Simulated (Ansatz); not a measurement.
Mulliken charges of C$_{3}$H$_{5}$N (`C=C=NC`) from PBE/def2-TZVPP in Ansatz (PBE0-D4/def2-TZVP geometry).

```csv
atom,x (Å),y (Å),z (Å),charge (e)
C1,-0.051,1.683,-1.037,-0.262
C2,0.303,0.718,-0.228,-0.043
N3,0.697,-0.132,0.539,-0.078
C4,0.003,-1.375,0.800,-0.122
H5,0.275,1.678,-2.068,0.106
H6,-0.667,2.497,-0.680,0.106
H7,0.671,-2.205,0.563,0.106
H8,-0.923,-1.476,0.227,0.081
H9,-0.222,-1.432,1.867,0.106
```

**Question.** By hand: the dipole of these point charges (1 e Å = 4.8032 D).

**Answer.** Σ q r = (-0.123, -0.356, 0.127) e Å, of length 0.397 e Å = 1.91 D.

**Question.** How does the dipole of the full density compare? (Best estimate.)

**Answer.** Ansatz gave: (-0.202, -0.192, -0.023) e Å, 1.34 D; the point charges give 1.43 times that, at 36° from its direction.

Point charges leave out the atoms' own dipoles, such as those of lone pairs, and Mulliken's split depends on the basis, so the two needn't agree.
